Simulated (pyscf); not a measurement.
## Four-centre exchange: `[BH]=[NH]` + `[CH4]` → `[BH]=[NH]` + `[CH4]`

Gas phase, singlet surface, charge 0. Bonds broken: N2–H6, H4–C5. Bonds formed: N2–H4, C5–H6. PySCF, gas phase, ωB97X-D3(BJ)/def2-SVP geometries. MP2 and CC: frozen core, UHF for open shells. ΔMP2 is the change of the MP2 total energy from the triple- to the quadruple-zeta basis.

Transition state (Å):

```xyz
9

B      1.4722     1.7473    -0.2000
N      0.5257     0.9722     0.1107
H      2.3631     2.4769    -0.4912
H     -0.6803     0.1031     0.0606
C     -1.4184    -0.6733     0.8439
H     -0.3222     0.1002     0.9392
H     -2.0352    -0.8346    -0.0581
H     -1.0121    -1.6438     1.1589
H     -2.0522    -0.2066     1.6101
```

One imaginary mode, 2730i cm⁻¹; descent along it reached the two sides named.

```
bond   change  reactant side (Å)  saddle  product side
-----  ------  -----------------  ------  ------------
N2–H6  breaks              1.000   1.472           3.0
H4–C5  breaks              1.100   1.327           2.7
N2–H4   forms                3.2   1.487         1.000
C5–H6   forms              2.551   1.345         1.100
```

Electronic energies relative to the separated reactants (kcal/mol):

```csv
level,barrier,reaction energy,reverse barrier
ωB97X-D3(BJ)/def2-TZVP,91.0,0.0,91.0
PBE/def2-TZVP,79.1,0.0,79.1
r²SCAN/def2-TZVP,83.8,0.0,83.8
B3LYP-D3(BJ)/def2-TZVP,87.7,0.0,87.7
PBE0-D3(BJ)/def2-TZVP,84.6,0.0,84.6
M06-2X/def2-TZVP,90.2,0.0,90.2
ωB97M-D3(BJ)/def2-TZVP,89.6,0.0,89.6
HF/def2-TZVP,111.3,0.0,111.3
MP2/def2-QZVPP,88.9,0.0,88.9
CCSD/def2-TZVPP,96.2,0.0,96.2
CCSD(T)/def2-TZVPP,92.4,0.0,92.4
CCSD(T)/def2-TZVPP + ΔMP2(QZVPP),91.9,0.0,91.9
```

With CCSD(T)/def2-TZVPP + ΔMP2(QZVPP) energies and thermal terms (ideal gas, 1 atm, RRHO with modes under 100 cm⁻¹ raised to 100, one conformer, R ln 2 for chiral ones without a mode under 150 cm⁻¹), in kcal/mol:

```csv
T (K),ΔH‡,ΔG‡,ΔH,ΔG
298,87.8,94.3,0.0,0.0
600,88.2,100.8,0.0,0.0
900,88.9,106.9,0.0,0.0
1200,89.7,112.7,0.0,0.0
```

The same reactants have a lower exit, to H₃C–BH–NH₂ (barrier +47.7 kcal/mol at ωB97M-D3(BJ), against +89.6 kcal/mol here). One saddle was located; it need not be the lowest between these sides. The CCSD(T) − MP2 part came from Ansatz, without density fitting, on the same reference.
